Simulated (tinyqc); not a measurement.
Inside a calculation (part 1 of 3). Method: UHF in the sto-6g basis, for H2O, spin multiplicity 1. Computed by tinyqc, a small Python program that keeps every step (integrals from PySCF). Settings: charge = 0, multiplicity = 1, basis = sto-6g, energy threshold = 1e-10, iteration cap = 57, orthogonalisation = symmetric, start = Wolfsberg-Helmholz matrix, DIIS depth = 4, damping = 0.3, method = UHF, break = 0.2. Command: `OMP_NUM_THREADS=1 python tinyqc.py 31644 31645 out.jsonl` (the two numbers bound the seeds that draw the settings). One thread of a shared host (Intel(R) Xeon(R) Processor @ 2.60GHz), about 0.2 s of CPU time with the checks. Later iterations appear only in the table of the cycle.

## One-electron integrals

Geometry (angstrom):
```
atom         x          y         z
O     0.000000   0.000000  0.000000
H     0.000000   0.832000  0.645000
H     0.000000  -0.786000  0.610000
```

Basis sto-6g: exponents (1/bohr^2) and contraction coefficients of normalised primitives:
```
element  l (shell)     exponent  coefficient
O            s (1)  1355.584234     0.009164
O            s (1)   248.544885     0.049361
O            s (1)    69.533902     0.168538
O            s (1)    23.886772     0.370563
O            s (1)     9.275933     0.416492
O            s (1)     3.820341     0.130334
O            s (2)    52.187762    -0.013253
O            s (2)    10.329320    -0.046992
O            s (2)     3.210345    -0.033785
O            s (2)     1.235135     0.250242
O            s (2)     0.536420     0.595117
O            s (2)     0.245881     0.240706
O            p (3)    52.187762     0.003760
O            p (3)    10.329320     0.037679
O            p (3)     3.210345     0.173897
O            p (3)     1.235135     0.418036
O            p (3)     0.536420     0.425860
O            p (3)     0.245881     0.101708
H            s (1)    35.523221     0.009164
H            s (1)     6.513144     0.049361
H            s (1)     1.822143     0.168538
H            s (1)     0.625955     0.370563
H            s (1)     0.243077     0.416492
H            s (1)     0.100112     0.130334
```

Overlap, kinetic and nuclear-attraction integrals over the contracted functions; the nuclear repulsion is the sum of Za Zb / Rab.

nuclear repulsion = 8.60330354 hartree

overlap S, order 1O 1s, 1O 2s, 1O 2px, 1O 2py, 1O 2pz, 2H 1s, 3H 1s:
```
[[1.000000, 0.231145, 0.000000, 0.000000, 0.000000, 0.044504, 0.050833],
 [0.231145, 1.000000, 0.000000, 0.000000, 0.000000, 0.416460, 0.452421],
 [0.000000, 0.000000, 1.000000, 0.000000, 0.000000, 0.000000, 0.000000],
 [0.000000, 0.000000, 0.000000, 1.000000, 0.000000, 0.282929, -0.299671],
 [0.000000, 0.000000, 0.000000, 0.000000, 1.000000, 0.219338, 0.232569],
 [0.044504, 0.416460, 0.000000, 0.282929, 0.219338, 1.000000, 0.216115],
 [0.050833, 0.452421, 0.000000, -0.299671, 0.232569, 0.216115, 1.000000]]
```

kinetic energy T (hartree), order 1O 1s, 1O 2s, 1O 2px, 1O 2py, 1O 2pz, 2H 1s, 3H 1s:
```
[[29.327197, -0.896024, 0.000000, 0.000000, 0.000000, -0.005088, -0.003689],
 [-0.896024, 0.842618, 0.000000, 0.000000, 0.000000, 0.086563, 0.110445],
 [0.000000, 0.000000, 2.531309, 0.000000, 0.000000, 0.000000, 0.000000],
 [0.000000, 0.000000, 0.000000, 2.531309, 0.000000, 0.169586, -0.200596],
 [0.000000, 0.000000, 0.000000, 0.000000, 2.531309, 0.131470, 0.155679],
 [-0.005088, 0.086563, 0.000000, 0.169586, 0.131470, 0.768522, 0.000019],
 [-0.003689, 0.110445, 0.000000, -0.200596, 0.155679, 0.000019, 0.768522]]
```

nuclear attraction V (hartree), order 1O 1s, 1O 2s, 1O 2px, 1O 2py, 1O 2pz, 2H 1s, 3H 1s:
```
[[-62.292856, -6.390410, 0.000000, 0.001278, -0.017639, -1.407405, -1.609881],
 [-6.390410, -10.025451, 0.000000, 0.012518, -0.200259, -3.258643, -3.603997],
 [0.000000, 0.000000, -9.953145, 0.000000, 0.000000, 0.000000, 0.000000],
 [0.001278, 0.012518, 0.000000, -10.087811, 0.006970, -1.962129, 2.130582],
 [-0.017639, -0.200259, 0.000000, 0.006970, -10.034172, -1.580290, -1.714347],
 [-1.407405, -3.258643, 0.000000, -1.962129, -1.580290, -5.486744, -1.329350],
 [-1.609881, -3.603997, 0.000000, 2.130582, -1.714347, -1.329350, -5.686932]]
```

core Hamiltonian H = T + V (hartree), order 1O 1s, 1O 2s, 1O 2px, 1O 2py, 1O 2pz, 2H 1s, 3H 1s:
```
[[-32.965658, -7.286434, 0.000000, 0.001278, -0.017639, -1.412493, -1.613569],
 [-7.286434, -9.182833, 0.000000, 0.012518, -0.200259, -3.172080, -3.493552],
 [0.000000, 0.000000, -7.421836, 0.000000, 0.000000, 0.000000, 0.000000],
 [0.001278, 0.012518, 0.000000, -7.556502, 0.006970, -1.792542, 1.929985],
 [-0.017639, -0.200259, 0.000000, 0.006970, -7.502864, -1.448820, -1.558668],
 [-1.412493, -3.172080, 0.000000, -1.792542, -1.448820, -4.718221, -1.329331],
 [-1.613569, -3.493552, 0.000000, 1.929985, -1.558668, -1.329331, -4.918410]]
```

## Two-electron integrals

Functions are numbered as in S; the eight-fold symmetry (ij|kl) = (ji|kl) = (kl|ij) leaves the list below.

Two-electron integrals (ij|kl) in chemists' order, unique and non-zero (hartree):
```
(11|11) 4.787491    (21|11) 0.675884    (21|21) 0.121505    (22|11) 1.117379
(22|21) 0.249212    (22|22) 0.817383    (31|31) 0.025762    (32|31) 0.039145
(32|32) 0.180664    (33|11) 1.117381    (33|21) 0.249212    (33|22) 0.817382
(33|33) 0.880663    (41|41) 0.025762    (42|41) 0.039145    (42|42) 0.180664
(43|43) 0.047461    (44|11) 1.117381    (44|21) 0.249212    (44|22) 0.817382
(44|33) 0.785741    (44|44) 0.880663    (51|51) 0.025762    (52|51) 0.039145
(52|52) 0.180664    (53|53) 0.047461    (54|54) 0.047461    (55|11) 1.117381
(55|21) 0.249212    (55|22) 0.817382    (55|33) 0.785741    (55|44) 0.785741
(55|55) 0.880663    (61|11) 0.138693    (61|21) 0.023901    (61|22) 0.047961
(61|33) 0.047858    (61|41) 0.000925    (61|42) 0.001808    (61|44) 0.048051
(61|51) 0.000717    (61|52) 0.001402    (61|54) 0.000149    (61|55) 0.047974
(61|61) 0.004792    (62|11) 0.341620    (62|21) 0.077281    (62|22) 0.281206
(62|33) 0.276503    (62|41) 0.004896    (62|42) 0.036349    (62|44) 0.285315
(62|51) 0.003795    (62|52) 0.028180    (62|54) 0.006831    (62|55) 0.281799
(62|61) 0.015289    (62|62) 0.121083    (63|31) 0.008526    (63|32) 0.048196
(63|43) 0.007474    (63|53) 0.005794    (63|63) 0.016987    (64|11) 0.196636
(64|21) 0.045108    (64|22) 0.175062    (64|33) 0.167212    (64|41) 0.011019
(64|42) 0.069484    (64|44) 0.187532    (64|51) 0.001932    (64|52) 0.016503
(64|54) 0.009959    (64|55) 0.170441    (64|61) 0.009325    (64|62) 0.091644
(64|64) 0.085577    (65|11) 0.152440    (65|21) 0.034970    (65|22) 0.135715
(65|33) 0.129629    (65|41) 0.001932    (65|42) 0.016503    (65|44) 0.133794
(65|51) 0.010024    (65|52) 0.060990    (65|54) 0.010703    (65|55) 0.143721
(65|61) 0.007229    (65|62) 0.071046    (65|64) 0.053173    (65|65) 0.058209
(66|11) 0.489645    (66|21) 0.112829    (66|22) 0.470019    (66|33) 0.451390
(66|41) 0.009148    (66|42) 0.093242    (66|44) 0.486297    (66|51) 0.007092
(66|52) 0.072285    (66|54) 0.027061    (66|55) 0.472369    (66|61) 0.022543
(66|62) 0.258192    (66|64) 0.223009    (66|65) 0.172885    (66|66) 0.774999
(71|11) 0.158593    (71|21) 0.027321    (71|22) 0.054793    (71|33) 0.054675
(71|41) -0.001054   (71|42) -0.002057   (71|44) 0.054896    (71|51) 0.000818
(71|52) 0.001597    (71|54) -0.000172   (71|55) 0.054808    (71|61) 0.005396
(71|62) 0.016875    (71|64) 0.009390    (71|65) 0.007980    (71|66) 0.024575
(71|71) 0.006262    (72|11) 0.378171    (72|21) 0.085489    (72|22) 0.309537
(72|33) 0.304449    (72|41) -0.005395   (72|42) -0.039472   (72|44) 0.313975
(72|51) 0.004187    (72|52) 0.030634    (72|54) -0.007393   (72|55) 0.310186
(72|61) 0.016342    (72|62) 0.106980    (72|64) 0.056142    (72|65) 0.060826
(72|66) 0.185037    (72|71) 0.019315    (72|72) 0.144606    (73|31) 0.009592
(73|32) 0.053679    (73|43) -0.008180   (73|53) 0.006348    (73|63) 0.014667
(73|73) 0.020685    (74|11) -0.212920   (74|21) -0.048824   (74|22) -0.188569
(74|33) -0.180024   (74|41) 0.012310    (74|42) 0.076511    (74|44) -0.202172
(74|51) -0.002109   (74|52) -0.017720   (74|54) 0.010840    (74|55) -0.183510
(74|61) -0.008878   (74|62) -0.054396   (74|64) -0.014402   (74|65) -0.030294
(74|66) -0.083838   (74|71) -0.011548   (74|72) -0.107127   (74|74) 0.099236
(75|11) 0.165243    (75|21) 0.037892    (75|22) 0.146345    (75|33) 0.139713
(75|41) -0.002109   (75|42) -0.017720   (75|44) 0.144205    (75|51) 0.011229
(75|52) 0.067431    (75|54) -0.011666   (75|55) 0.155115    (75|61) 0.007582
(75|62) 0.059974    (75|64) 0.030732    (75|65) 0.048215    (75|66) 0.113392
(75|71) 0.008962    (75|72) 0.083139    (75|74) -0.060962   (75|75) 0.067996
(76|11) 0.132138    (76|21) 0.030181    (76|22) 0.118509    (76|33) 0.115809
(76|41) 0.000037    (76|42) 0.000417    (76|44) 0.118095    (76|51) 0.002346
(76|52) 0.020392    (76|54) 0.000108    (76|55) 0.121624    (76|61) 0.005908
(76|62) 0.050648    (76|64) 0.033325    (76|65) 0.033360    (76|66) 0.111813
(76|71) 0.006743    (76|72) 0.054773    (76|74) -0.034809   (76|75) 0.035482
(76|76) 0.025775    (77|11) 0.514520    (77|21) 0.118472    (77|22) 0.489777
(77|33) 0.470094    (77|41) -0.009895   (77|42) -0.098277   (77|44) 0.506945
(77|51) 0.007679    (77|52) 0.076271    (77|54) -0.028599   (77|55) 0.492290
(77|61) 0.022583    (77|62) 0.174960    (77|64) 0.081730    (77|65) 0.108923
(77|66) 0.322644    (77|71) 0.027062    (77|72) 0.287018    (77|74) -0.242924
(77|75) 0.188529    (77|76) 0.111813    (77|77) 0.774999
```

## Orthogonalisation

S = U s U^T; symmetric (Loewdin) form X = U s^(-1/2) U^T, so that X^T S X = 1.

eigenvalues of S: [0.380498, 0.470641, 0.887770, 1.000000, 1.093039, 1.317271, 1.850780]

X, order 1O 1s, 1O 2s, 1O 2px, 1O 2py, 1O 2pz, 2H 1s, 3H 1s:
```
[[1.022616, -0.135830, 0.000000, 0.000774, -0.008237, 0.018147, 0.019542],
 [-0.135830, 1.201641, 0.000000, -0.012392, 0.092122, -0.242046, -0.279538],
 [0.000000, 0.000000, 1.000000, 0.000000, 0.000000, 0.000000, 0.000000],
 [0.000774, -0.012392, 0.000000, 1.092975, -0.005482, -0.194462, 0.212400],
 [-0.008237, 0.092122, 0.000000, -0.005482, 1.046953, -0.125669, -0.141155],
 [0.018147, -0.242046, 0.000000, -0.194462, -0.125669, 1.153487, -0.074926],
 [0.019542, -0.279538, 0.000000, 0.212400, -0.141155, -0.074926, 1.185308]]
```

## Starting guess

The start is the generalised Wolfsberg-Helmholz matrix (K = 1.75) built on H, with HOMO and LUMO mixed by +/-0.2 rad for the two spins; D(s) = C_occ C_occ^T for each spin.

D(alpha) at the start, order 1O 1s, 1O 2s, 1O 2px, 1O 2py, 1O 2pz, 2H 1s, 3H 1s:
```
[[1.031451, -0.128440, 0.005152, -0.005099, 0.051835, -0.062666, -0.071600],
 [-0.128440, 0.594119, -0.024819, 0.021691, -0.197122, 0.162922, 0.187134],
 [0.005152, -0.024819, 0.960530, -0.142868, -0.012410, 0.192491, -0.142598],
 [-0.005099, 0.021691, -0.142868, 0.737145, 0.008273, 0.155390, -0.158066],
 [0.051835, -0.197122, -0.012410, 0.008273, 0.917499, 0.055485, 0.064716],
 [-0.062666, 0.162922, 0.192491, 0.155390, 0.055485, 0.146036, -0.005455],
 [-0.071600, 0.187134, -0.142598, -0.158066, 0.064716, -0.005455, 0.145676]]
```

D(beta) at the start, order 1O 1s, 1O 2s, 1O 2px, 1O 2py, 1O 2pz, 2H 1s, 3H 1s:
```
[[1.031451, -0.128440, -0.005152, -0.005099, 0.051835, -0.062666, -0.071600],
 [-0.128440, 0.594119, 0.024819, 0.021691, -0.197122, 0.162922, 0.187134],
 [-0.005152, 0.024819, 0.960530, 0.142868, 0.012410, -0.192491, 0.142598],
 [-0.005099, 0.021691, 0.142868, 0.737145, 0.008273, 0.155390, -0.158066],
 [0.051835, -0.197122, 0.012410, 0.008273, 0.917499, 0.055485, 0.064716],
 [-0.062666, 0.162922, -0.192491, 0.155390, 0.055485, 0.146036, -0.005455],
 [-0.071600, 0.187134, 0.142598, -0.158066, 0.064716, -0.005455, 0.145676]]
```

## Iteration 1: building the Fock matrix

J_ij = sum D_kl (ij|kl) with D = D(alpha) + D(beta), K_ij = sum D_kl (ik|jl) for each spin; F = H + J - K(s); E = tr D H + tr D J / 2 - 0.5 sum_s tr D(s) K(s) + E_nn.

Coulomb J (hartree), order 1O 1s, 1O 2s, 1O 2px, 1O 2py, 1O 2pz, 2H 1s, 3H 1s:
```
[[17.749896, 3.175279, 0.000000, 0.000830, -0.008407, 0.628278, 0.717972],
 [3.175279, 8.384123, 0.000000, 0.001635, 0.001492, 2.848179, 3.136569],
 [0.000000, 0.000000, 8.369703, 0.000000, 0.000000, 0.000000, 0.000000],
 [0.000830, 0.001635, 0.000000, 8.389658, -0.001239, 1.761456, -1.897379],
 [-0.008407, 0.001492, 0.000000, -0.001239, 8.393005, 1.370344, 1.478290],
 [0.628278, 2.848179, 0.000000, 1.761456, 1.370344, 4.786121, 1.196685],
 [0.717972, 3.136569, 0.000000, -1.897379, 1.478290, 1.196685, 4.978923]]
```

exchange K(alpha) (hartree), order 1O 1s, 1O 2s, 1O 2px, 1O 2py, 1O 2pz, 2H 1s, 3H 1s:
```
[[4.884282, 0.790916, 0.000422, -0.000311, 0.004693, 0.163736, 0.186819],
 [0.790916, 1.273399, -0.011852, 0.003543, -0.054531, 0.507844, 0.555520],
 [0.000422, -0.011852, 1.093347, -0.058575, -0.005100, 0.037147, -0.028350],
 [-0.000311, 0.003543, -0.058575, 1.062109, -0.000169, 0.303257, -0.319775],
 [0.004693, -0.054531, -0.005100, -0.000169, 1.115599, 0.213435, 0.229468],
 [0.163736, 0.507844, 0.037147, 0.303257, 0.213435, 0.480662, 0.199918],
 [0.186819, 0.555520, -0.028350, -0.319775, 0.229468, 0.199918, 0.535740]]
```

exchange K(beta) (hartree), order 1O 1s, 1O 2s, 1O 2px, 1O 2py, 1O 2pz, 2H 1s, 3H 1s:
```
[[4.884282, 0.790916, -0.000422, -0.000311, 0.004693, 0.163736, 0.186819],
 [0.790916, 1.273399, 0.011852, 0.003543, -0.054531, 0.507844, 0.555520],
 [-0.000422, 0.011852, 1.093347, 0.058575, 0.005100, -0.037147, 0.028350],
 [-0.000311, 0.003543, 0.058575, 1.062109, -0.000169, 0.303257, -0.319775],
 [0.004693, -0.054531, 0.005100, -0.000169, 1.115599, 0.213435, 0.229468],
 [0.163736, 0.507844, -0.037147, 0.303257, 0.213435, 0.480662, 0.199918],
 [0.186819, 0.555520, 0.028350, -0.319775, 0.229468, 0.199918, 0.535740]]
```

F(alpha) (hartree), order 1O 1s, 1O 2s, 1O 2px, 1O 2py, 1O 2pz, 2H 1s, 3H 1s:
```
[[-20.100045, -4.902071, -0.000422, 0.002420, -0.030739, -0.947952, -1.082417],
 [-4.902071, -2.072109, 0.011852, 0.010610, -0.144236, -0.831745, -0.912503],
 [-0.000422, 0.011852, -0.145481, 0.058575, 0.005100, -0.037147, 0.028350],
 [0.002420, 0.010610, 0.058575, -0.228952, 0.005900, -0.334344, 0.352382],
 [-0.030739, -0.144236, 0.005100, 0.005900, -0.225458, -0.291911, -0.309845],
 [-0.947952, -0.831745, -0.037147, -0.334344, -0.291911, -0.412762, -0.332564],
 [-1.082417, -0.912503, 0.028350, 0.352382, -0.309845, -0.332564, -0.475227]]
```

F(beta) (hartree), order 1O 1s, 1O 2s, 1O 2px, 1O 2py, 1O 2pz, 2H 1s, 3H 1s:
```
[[-20.100045, -4.902071, 0.000422, 0.002420, -0.030739, -0.947952, -1.082417],
 [-4.902071, -2.072109, -0.011852, 0.010610, -0.144236, -0.831745, -0.912503],
 [0.000422, -0.011852, -0.145481, -0.058575, -0.005100, 0.037147, -0.028350],
 [0.002420, 0.010610, -0.058575, -0.228952, 0.005900, -0.334344, 0.352382],
 [-0.030739, -0.144236, -0.005100, 0.005900, -0.225458, -0.291911, -0.309845],
 [-0.947952, -0.831745, 0.037147, -0.334344, -0.291911, -0.412762, -0.332564],
 [-1.082417, -0.912503, -0.028350, 0.352382, -0.309845, -0.332564, -0.475227]]
```

total energy of this density = -75.29961445 hartree

This density is the starting one.

## Iteration 1: diagonalisation and new density

Diagonalise F' = X^T F X, C = X C', fill 5 alpha and 5 beta electrons from the bottom; D(s) = C_occ C_occ^T; the new density keeps 0.3 of the old one (damping). Each column has its largest component positive (the first on a tie).

F' = X^T F X (alpha) (hartree):
```
[[-19.765586, -2.530567, -0.002158, 0.002908, -0.047372, -0.133280, -0.169413],
 [-2.530567, -0.920639, 0.015109, -0.013794, 0.056796, -0.459485, -0.520174],
 [-0.002158, 0.015109, -0.145481, 0.077091, 0.006780, -0.059881, 0.044787],
 [0.002908, -0.013794, 0.077091, 0.022860, -0.006445, -0.403616, 0.429670],
 [-0.047372, 0.056796, 0.006780, -0.006445, -0.106812, -0.257134, -0.284179],
 [-0.133280, -0.459485, -0.059881, -0.403616, -0.257134, 0.034745, -0.114250],
 [-0.169413, -0.520174, 0.044787, 0.429670, -0.284179, -0.114250, 0.053481]]
```

orbital energies (alpha) (hartree): [-20.104216, -1.065919, -0.502156, -0.263429, -0.159225, 0.559305, 0.708210]

coefficients C (alpha), order 1O 1s, 1O 2s, 1O 2px, 1O 2py, 1O 2pz, 2H 1s, 3H 1s:
```
[[0.996193, -0.206792, -0.005975, 0.105830, -0.002181, 0.130367, 0.039669],
 [0.017712, 0.750563, 0.033511, -0.527765, 0.005212, -0.830745, -0.272537],
 [0.000010, -0.008831, -0.024510, 0.038617, 0.990339, -0.064538, 0.113547],
 [-0.000362, -0.010593, 0.626284, 0.001386, -0.103683, -0.233187, 0.905668],
 [0.003425, 0.153664, -0.003458, 0.810492, -0.050790, -0.648914, -0.190285],
 [-0.003810, 0.210810, 0.439003, 0.224186, 0.126568, 0.920498, -0.545798],
 [-0.004403, 0.240345, -0.423878, 0.206619, -0.093131, 0.549477, 0.981520]]
```

F' = X^T F X (beta) (hartree):
```
[[-19.765586, -2.530567, 0.002158, 0.002908, -0.047372, -0.133280, -0.169413],
 [-2.530567, -0.920639, -0.015109, -0.013794, 0.056796, -0.459485, -0.520174],
 [0.002158, -0.015109, -0.145481, -0.077091, -0.006780, 0.059881, -0.044787],
 [0.002908, -0.013794, -0.077091, 0.022860, -0.006445, -0.403616, 0.429670],
 [-0.047372, 0.056796, -0.006780, -0.006445, -0.106812, -0.257134, -0.284179],
 [-0.133280, -0.459485, 0.059881, -0.403616, -0.257134, 0.034745, -0.114250],
 [-0.169413, -0.520174, -0.044787, 0.429670, -0.284179, -0.114250, 0.053481]]
```

orbital energies (beta) (hartree): [-20.104216, -1.065919, -0.502156, -0.263429, -0.159225, 0.559305, 0.708210]

coefficients C (beta), order 1O 1s, 1O 2s, 1O 2px, 1O 2py, 1O 2pz, 2H 1s, 3H 1s:
```
[[0.996193, -0.206792, -0.005975, 0.105830, 0.002181, 0.130367, 0.039669],
 [0.017712, 0.750563, 0.033511, -0.527765, -0.005212, -0.830745, -0.272537],
 [-0.000010, 0.008831, 0.024510, -0.038617, 0.990339, 0.064538, -0.113547],
 [-0.000362, -0.010593, 0.626284, 0.001386, 0.103683, -0.233187, 0.905668],
 [0.003425, 0.153664, -0.003458, 0.810492, 0.050790, -0.648914, -0.190285],
 [-0.003810, 0.210810, 0.439003, 0.224186, -0.126568, 0.920498, -0.545798],
 [-0.004403, 0.240345, -0.423878, 0.206619, 0.093131, 0.549477, 0.981520]]
```

D(alpha) after iteration 1, order 1O 1s, 1O 2s, 1O 2px, 1O 2py, 1O 2pz, 2H 1s, 3H 1s:
```
[[1.041918, -0.174074, 0.004282, -0.002608, 0.055830, -0.037394, -0.042120],
 [-0.174074, 0.768577, -0.023314, 0.014738, -0.278051, 0.087525, 0.095746],
 [0.004282, -0.023314, 0.976219, -0.125380, -0.017914, 0.142714, -0.095970],
 [-0.002608, 0.014738, -0.125380, 0.503311, 0.004298, 0.228544, -0.228069],
 [0.055830, -0.278051, -0.017914, 0.004298, 0.753429, 0.160940, 0.166818],
 [-0.037394, 0.087525, 0.142714, 0.228544, 0.160940, 0.256231, -0.072243],
 [-0.042120, 0.095746, -0.095970, -0.228069, 0.166818, -0.072243, 0.245879]]
```

D(beta) after iteration 1, order 1O 1s, 1O 2s, 1O 2px, 1O 2py, 1O 2pz, 2H 1s, 3H 1s:
```
[[1.041918, -0.174074, -0.004282, -0.002608, 0.055830, -0.037394, -0.042120],
 [-0.174074, 0.768577, 0.023314, 0.014738, -0.278051, 0.087525, 0.095746],
 [-0.004282, 0.023314, 0.976219, 0.125380, 0.017914, -0.142714, 0.095970],
 [-0.002608, 0.014738, 0.125380, 0.503311, 0.004298, 0.228544, -0.228069],
 [0.055830, -0.278051, 0.017914, 0.004298, 0.753429, 0.160940, 0.166818],
 [-0.037394, 0.087525, -0.142714, 0.228544, 0.160940, 0.256231, -0.072243],
 [-0.042120, 0.095746, 0.095970, -0.228069, 0.166818, -0.072243, 0.245879]]
```
